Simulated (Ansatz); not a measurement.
Two shapes of triplet C2H2.

Shape 1:

```xyz
4

C    -0.0078    0.0060   -0.6025
C    -0.0029   -0.0075    0.6102
H     0.0027   -0.0088   -1.6831
H     0.0063    0.0070    1.6826
```

Shape 2:

```xyz
4

C    -0.0233    0.0181   -0.5988
C    -0.0088   -0.0225    0.6221
H     0.0081   -0.0265   -1.6908
H     0.0188    0.0211    1.6893
```

Basis set: def2-SVP (spherical functions). Correlated methods keep 2 orbitals frozen. Charge 0, multiplicity 3.

Computed with Ansatz (development build ahead of 0.2.0); each method stands on the lowest determinant of its kind that the runs found.

Q: Which shape is lower in energy, and by how much in each method?

A:

| method | E(2) − E(1) (eV) |
| --- | --- |
| UHF | -0.109 |
| UHF-MP2 | -0.123 |
| PBE0 (unrestricted) | -0.115 |

Shape 2 is lower. Caution: another spin multiplicity may lie lower.
